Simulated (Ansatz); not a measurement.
# SiNO (quartet): from Hartree-Fock to the top rungs, def2-TZVPP

The task here is to estimate one member of a computed series from the others.

Program: Ansatz 0.2.0, Gaussian basis. Level of theory: def2-TZVPP, core rule «outside noble gas», up to 7 orbitals frozen. These are calculated values, not measurements.

Plan: UHF; ROHF; CCSD(T) on UHF.

2 further runs of the same task are left out: 2 set aside as unsound or not needed.

## The geometry

The geometry is a PBE0/def2-TZVP stationary point (not a proven minimum) of the parent state, kept for this charge and spin.

3 atoms, charge 0, spin multiplicity 4.

Atoms are counted from 1 here; the program's logs count them from 0.

Bond lengths: N1–Si2 1.640 Å, Si2–O3 1.509 Å. Angles: N1–Si2–O3 180.0°.

The first run:

The input, in.yaml:

```yaml
crystal:
  periodic: [false, false, false]
  atoms:
    - {symbol: N, position_ang: [0.000000, 0.000000, 1.596300]}
    - {symbol: Si, position_ang: [0.000000, 0.000000, -0.043500]}
    - {symbol: O, position_ang: [0.000000, 0.000000, -1.552800]}
basis:
  gaussian: {orbitals: def2-TZVPP}
magnetization: {spin_polarized: true, initial_magnetization: 3}
hamiltonian: {xc: hf}
output: {orbitals: {seedname: orbitals}}
```

Launch:

```
> ansatz run in.yaml --threads 1 --pin off --events-out ev --progress --plain --max-ram 4096MiB --backend cpu
```

Among the steps run: UHF; ROHF; CCSD(T) on UHF.

One of the session's tables, all rows but one given; the rest of the session is left out.

| method | from UCCSD(T) (kJ/mol) |
| --- | --- |
| ROHF | +1346.4 |
| UHF | +1321.7 |
| UMP2 | +107.2 |
| UCCSD | ? |
| UCCSD(T) | 0 |

Estimate the missing values for UCCSD.

The run gave: from UCCSD(T) (kJ/mol): +65.6. In the column «from UCCSD(T) (kJ/mol)» it lies between UCCSD(T) (0) and UMP2 (+107.2).
